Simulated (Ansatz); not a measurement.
# CF2: the cost of one run

Program: Ansatz 0.2.0. Level of theory: the levels named in each step. These are calculated values, not measurements.

### Step 1. The starting structure

Bond lengths: F1–C2 1.317 Å, C2–F3 1.317 Å. Angles: F1–C2–F3 180.0°.

Coordinates:

```xyz
3

F     0.0000    0.0000   -1.3174
C     0.0000    0.0000    0.0001
F     0.0000    0.0000    1.3174
```

### Step 2. A rough first relaxation, PBE-D4/def2-SVPD

Contents of input.yaml:

```yaml
crystal:
  periodic: [false, false, false]
  atoms:
    - { symbol: F, position_ang: [0.0, 0.0, -1.31743] }
    - { symbol: C, position_ang: [0.0, 0.0, 5.0e-05] }
    - { symbol: F, position_ang: [0.0, 0.0, 1.31738] }
magnetization:
  spin_polarized: true
  initial_magnetization: 1
total_charge: -1
basis:
  gaussian: { orbitals: def2-SVPD }
hamiltonian:
  xc: pbe
  dispersion: d4
relax:
  f_tol: 0.03
  max_steps: 200
```

Command:

```
> ansatz run input.yaml --threads 2 --pin off --max-ram 5120MiB --backend cpu --events-out ev --progress --plain --runs-dir out
```

What time and memory should one allow on 2 threads of Intel Xeon at 2.50GHz (Skylake/Cascade Lake), shared host?

About 74 s, with a peak of 0.14 GiB.
